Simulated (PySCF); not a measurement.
B3LYP has the VWN-RPA correlation part, as in Gaussian. Excitations are Tamm–Dancoff values on a coarser integration grid. The basis has no diffuse functions, so Rydberg states are missing or too high.

Cartesian coordinates (Å):
```xyz
6

C     -0.4881     0.0109    -0.0009
C      0.9706    -0.0216     0.0018
N      2.1284    -0.0474     0.0039
H     -0.8827    -0.6078    -0.8210
H     -0.8809    -0.3765     0.9513
H     -0.8473     1.0424    -0.1351
```
Charge 0, spin multiplicity 1.

**Question.** What total energy, T1 excitation (TDA) and HOMO–LUMO gap does B3LYP-D3(BJ)/def2-TZVP // B3LYP-D3(BJ)/def2-SVP run with PySCF give?

**Answer.** 
```json
{
 "total_energy": "-132.8146 Ha",
 "T1 excitation (TDA)": "6.32 eV",
 "HOMO–LUMO gap": "9.63 eV"
}
```
